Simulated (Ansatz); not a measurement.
# HO− with CH2O: superposition error and deformation, part 3 of 3

Ansatz 0.2.0, Gaussian basis.

## 25. B97M-V/def2-TZVPPD

The inputs:

free-a/in.yaml

```yaml
crystal:
  periodic: [false, false, false]
  atoms:
    - {symbol: O, position_ang: [-0.431125, -0.084241, -1.066639]}
    - {symbol: H, position_ang: [0.449733, 0.043273, -1.435749]}
basis:
  gaussian: {orbitals: "def2-TZVPPD.json"}
total_charge: -1
hamiltonian: {xc: {name: B97M-V}}
```

free-b/in.yaml

```yaml
crystal:
  periodic: [false, false, false]
  atoms:
    - {symbol: C, position_ang: [-0.009449, 0.009555, 0.626249]}
    - {symbol: O, position_ang: [1.162981, 0.184421, 0.472154]}
    - {symbol: H, position_ang: [-0.445367, -1.005720, 0.718427]}
    - {symbol: H, position_ang: [-0.726871, 0.852811, 0.685657]}
basis:
  gaussian: {orbitals: "def2-TZVPPD.json"}
hamiltonian: {xc: {name: B97M-V}}
```

One command serves all of them, each in its own folder.

Launch:

```console
$ ansatz run in.yaml --threads 2 --pin off --events-out ev --progress --plain --max-ram 5222MiB
```

free-a printed (excerpt; [...] marks lines left out):

```text
Functional definition: B97M-V
  name "B97M-V"
  cite "Mardirossian & Head-Gordon, J. Chem. Phys. 142, 074111 (2015) doi:10.1063/1.4907719"
  cite "Becke, J. Chem. Phys. 107, 8554 (1997) doi:10.1063/1.475007"
  cite "Vydrov & Van Voorhis, J. Chem. Phys. 133, 244103 (2010) doi:10.1063/1.3521275"
  # Of w^i u^j: cxij and so on, Table III.
[...]
  gx(w, u) = cx00 + cx01*u + cx02*u^2 + (cx10 + cx11*u)*w
[...]
  gos(w, u) = cos00 + cos01*u + cos03*u^3 + cos10*w + cos32*w^3*u^2
[...]
      + integral(e_c_pw_mod_opposite_spin*gos(b97_w_opposite, b97_u_opposite)) + vv10(b, c)
243 factors; their error is unknown
[...]
mean field -2062.78384361 eV, -75.8059080475 hartree, gradient 5.3e-5 eV, S^2 0.000000; 0 other end points of the search recorded, 0 dependent functions left out
reference -2062.78388443 eV, -75.8059095478 hartree; 5, 5 occupied and 52, 52 virtual orbitals, 243 factors
Total energy: -2062.78388443 eV, -75.8059095478 hartree
```

Output in free-b (excerpt; [...] marks lines left out):

```text
[... 5 set-up lines as earlier in the session ...]
  # Of w^i u^j: cxij and so on, Table III.
[...]
  gx(w, u) = cx00 + cx01*u + cx02*u^2 + (cx10 + cx11*u)*w
[...]
  gos(w, u) = cos00 + cos01*u + cos03*u^3 + cos10*w + cos32*w^3*u^2
[...]
      + integral(e_c_pw_mod_opposite_spin*gos(b97_w_opposite, b97_u_opposite)) + vv10(b, c)
476 factors; their error is unknown
[...]
mean field -3116.42756239 eV, -114.5266005275 hartree, gradient 3.6e-5 eV, S^2 0.000000; 0 other end points of the search recorded, 0 dependent functions left out
reference -3116.42761678 eV, -114.5266025262 hartree; 8, 8 occupied and 103, 103 virtual orbitals, 476 factors
Total energy: -3116.42761678 eV, -114.5266025262 hartree
```

Wall times: 0.5 s (free-a), 2 s (free-b) on 2 threads of Arm Neoverse V1, shared host.

## 26. HSE06-D4/def2-TZVPPD

The same edit goes into each in.yaml of step 25 (free-a, free-b):

```diff
-hamiltonian: {xc: {name: B97M-V}}
+hamiltonian: {xc: hse06, dispersion: d4}
```

Each run has its own folder and the same command.

Launch:

```console
$ ansatz run in.yaml --threads 2 --pin off --events-out ev --progress --plain --max-ram 5222MiB
```

free-a printed (excerpt; [...] marks lines left out):

```text
[... 6 set-up lines as earlier in the session ...]
[...]
  # The whole range is PBE's own exchange, as in plane waves. The composition of these papers is wPBEh.
[...]
243 factors; their error is unknown
24 factors; integrals over basis functions are off by at most 9.7e-5 eV
[...]
mean field -2061.10749568 eV, -75.7443033975 hartree, gradient 8.2e-5 eV, S^2 0.000000; 0 other end points of the search recorded, 0 dependent functions left out
reference -2061.10752386 eV, -75.7443044329 hartree; 5, 5 occupied and 52, 52 virtual orbitals, 243 factors
Total energy: -2061.11083983 eV, -75.7444262928 hartree
```

free-b printed (excerpt; [...] marks lines left out):

```text
[... 6 set-up lines as earlier in the session ...]
[...]
476 factors; their error is unknown
48 factors; integrals over basis functions are off by at most 9.7e-6 eV
[...]
mean field -3113.37744310 eV, -114.4145107109 hartree, gradient 3.1e-5 eV, S^2 0.000000; 0 other end points of the search recorded, 0 dependent functions left out
reference -3113.37748229 eV, -114.4145121510 hartree; 8, 8 occupied and 103, 103 virtual orbitals, 476 factors
Total energy: -3113.39529811 eV, -114.4151668704 hartree
```

They took 0.25 s (free-a), 0.7 s (free-b) on 2 threads of Arm Neoverse V1, shared host.

## 27. CCSD(T)/def2-TZVPPD

Each input of step 26 (free-a, free-b) changes in the same lines:

```diff
-hamiltonian: {xc: hse06, dispersion: d4}
+correlation: {method: ccsd_t}
```

One command serves all of them, each in its own folder.

Launch:

```console
$ ansatz run in.yaml --threads 2 --pin off --events-out ev --progress --plain --max-ram 5222MiB
```

Output in free-a (excerpt; [...] marks lines left out):

```text
[... 4 set-up lines as earlier in the session ...]
[...]
337 factors; integrals over basis functions are off by at most 1.3e-3 eV
[...]
mean field -2052.15449783 eV, -75.4152867950 hartree, gradient 1.0e-6 eV, S^2 0.000000; 0 other end points of the search recorded, 0 dependent functions left out
1 core orbitals not correlated: weight in the atoms' cores, before any rotation towards them, 1.000 or more for the frozen orbitals, at most 0.000 for the correlated occupied ones
reference -2052.15449783 eV, -75.4152867950 hartree; 4, 4 occupied and 52, 52 virtual orbitals, 337 factors
second order -7.72966731 eV of doubles, -0.00000000 eV of singles
cycle   1  -7.32324951 eV  change    4.1e-1 eV  update   1.0e-1
[...]
cycle  10  -7.60961838 eV  change    3.3e-6 eV  update   5.9e-6
perturbative correction -0.32016838 eV, -0.0117659708 hartree
Total energy: -2060.08428458 eV, -75.7067010831 hartree
```

Output in free-b (excerpt; [...] marks lines left out):

```text
[... 4 set-up lines as earlier in the session ...]
[...]
655 factors; integrals over basis functions are off by at most 1.2e-3 eV
[...]
mean field -3099.87479226 eV, -113.9182974449 hartree, gradient 1.5e-6 eV, S^2 0.000000; 0 other end points of the search recorded, 0 dependent functions left out
2 core orbitals not correlated: weight in the atoms' cores, before any rotation towards them, 1.000 or more for the frozen orbitals, at most 0.000 for the correlated occupied ones
reference -3099.87479226 eV, -113.9182974449 hartree; 6, 6 occupied and 103, 103 virtual orbitals, 655 factors
second order -10.74082982 eV of doubles, -0.00000000 eV of singles
cycle   1  -10.64284471 eV  change    9.8e-2 eV  update   8.2e-2
[...]
cycle  10  -11.02338709 eV  change    3.3e-6 eV  update   4.8e-6
perturbative correction -0.44992248 eV, -0.0165343460 hartree
Total energy: -3111.34810183 eV, -114.3399337946 hartree
```

Times: 0.3 s (free-a), 1.6 s (free-b) on 2 threads of Arm Neoverse V1, shared host.

## 28. The split

```
      method  interaction with counterpoise (kcal/mol)  without  superposition error  deformation  binding energy
      PBE-D4                                    -61.71   -62.20                 0.49        23.58          -38.13
   revPBE-D4                                    -59.26   -59.79                 0.52        23.05          -36.21
     BLYP-D4                                    -55.04   -55.57                 0.53        23.15          -31.89
   r2SCAN-D4                                    -66.42   -66.70                 0.29        26.49          -39.93
      B97M-V                                    -65.08   -65.37                 0.29        27.85          -37.23
     PBE0-D4                                    -68.49   -68.72                 0.24        27.79          -40.70
    B3LYP-D4                                    -61.81   -62.10                 0.29        26.82          -35.00
    HSE06-D4                                    -68.52   -68.74                 0.23        27.73          -40.78
     wB97X-V                                    -65.49   -65.64                 0.15        27.58          -37.91
     wB97M-V                                    -64.20   -64.37                 0.17        27.43          -36.77
      B2PLYP                                    -58.24   -59.26                 1.02        25.77          -32.46
Hartree-Fock                                    -67.83   -67.91                 0.07        36.35          -31.49
         MP2                                    -56.07   -58.87                 2.80        24.48          -31.60
        CCSD                                    -58.56   -60.96                 2.40        26.23          -32.33
     CCSD(T)                                    -56.16   -58.86                 2.71        24.04          -32.11
```

## 29. Summary of results

The summary covers parts 1 to 3.

| quantity | value |
| --- | --- |
| interaction, CCSD(T) | -56.16 kcal/mol |
| superposition error | 2.71 kcal/mol |
| deformation | 24.04 kcal/mol |
| binding energy | -32.11 kcal/mol |

What this shows: In this basis the superposition error is 2.71 kcal/mol for CCSD(T) and 0.33 kcal/mol on average for the plain functionals: correlated methods borrow far more, since they need many more functions to converge. Deformation takes back 43 % of the interaction. The restricted Hartree–Fock reference is unstable towards an unrestricted one at one or more of these structures.
